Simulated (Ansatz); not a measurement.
# SiCCl (quartet): the correlation ladder at a displaced geometry (v1), cc-pVDZ

Aim: climb from Hartree-Fock through coupled cluster and multireference methods for SiCCl (quartet) at one geometry and basis, and see what each rung misses.

Method: cc-pVDZ, core rule «outside noble gas», up to 11 orbitals frozen; program: Ansatz 0.2.0, Gaussian basis.

The runs, in order: UHF; CCSD(T) on ROHF; CCSD(T) on UHF; BCCD(T) on ROHF; CISD; CCSDT(Q) on ROHF; CCSDT(Q) on UHF; CASSCF and NEVPT2, 13 electrons in 11 orbitals.

20 further runs of the same task are left out: 4 that didn't finish, 16 set aside as unsound or not needed.

**1. The geometry**

The geometry is a PBE0/def2-TZVP stationary point (not a proven minimum) with its atoms shifted at random (size 0.040 Å).

3 atoms, charge 0, spin multiplicity 4.

Atoms are counted from 1 here; the program's logs count them from 0.

Bond lengths: C1–Si2 1.851 Å, Si2–Cl3 2.095 Å. Angles: C1–Si2–Cl3 106.2°.

**2. UHF**

in.yaml

```yaml
crystal:
  periodic: [false, false, false]
  atoms:
    - {symbol: C, position_ang: [-0.021807, -0.911068, 1.848299]}
    - {symbol: Si, position_ang: [-0.022641, 0.576836, 0.746847]}
    - {symbol: Cl, position_ang: [0.025323, -0.148314, -1.217808]}
basis:
  gaussian: {orbitals: cc-pVDZ}
magnetization: {spin_polarized: true, initial_magnetization: 3}
hamiltonian: {xc: hf}
output: {orbitals: {seedname: orbitals}}
```

Started as:

```bash
$ ansatz run in.yaml --threads 1 --pin off --events-out ev --progress --plain --max-ram 2393MiB
```

Further steps of the session: CCSD(T) on ROHF; CCSD(T) on UHF; BCCD(T) on ROHF; CISD; CCSDT(Q) on ROHF; CCSDT(Q) on UHF; CASSCF and NEVPT2, 13 electrons in 11 orbitals.

Q: Predict the results of all the runs planned. Wanted: UCCSDT(Q) below the RHF energy; RMP2 from UCCSDT(Q); UMP2 from UCCSDT(Q); RCCSD from UCCSDT(Q); RCCSD(T) from UCCSDT(Q); UCCSD(T) from UCCSDT(Q); RCCSDT(Q) from UCCSDT(Q); NEVPT2 valence from UCCSDT(Q); T1 diagnostic.

The runs gave:

```
                         quantity                      value
   UCCSDT(Q) below the RHF energy                 -8.8760 eV
              RMP2 from UCCSDT(Q)                +1570.5 meV
              UMP2 from UCCSDT(Q)                +1545.4 meV
             RCCSD from UCCSDT(Q)                 +370.5 meV
          RCCSD(T) from UCCSDT(Q)                  +86.6 meV
          UCCSD(T) from UCCSDT(Q)                  +85.4 meV
         RCCSDT(Q) from UCCSDT(Q)                   +3.4 meV
    NEVPT2 valence from UCCSDT(Q)                +1393.5 meV
levels within 1 kcal/mol (43 meV)  RCCSDT, UCCSDT, RCCSDT(Q)
                    T1 diagnostic                      0.045
   effectively unpaired electrons                       3.06
```

What this shows: RCCSD(T) lands +86.6 meV from the yardstick (1.0 % of the correlation energy). The occupations are near whole numbers, but T1 = 0.045 shows that the orbitals relax strongly. These misses are within one basis, not against nature; the frozen cores of restricted and unrestricted runs differ, which can shift their rows.
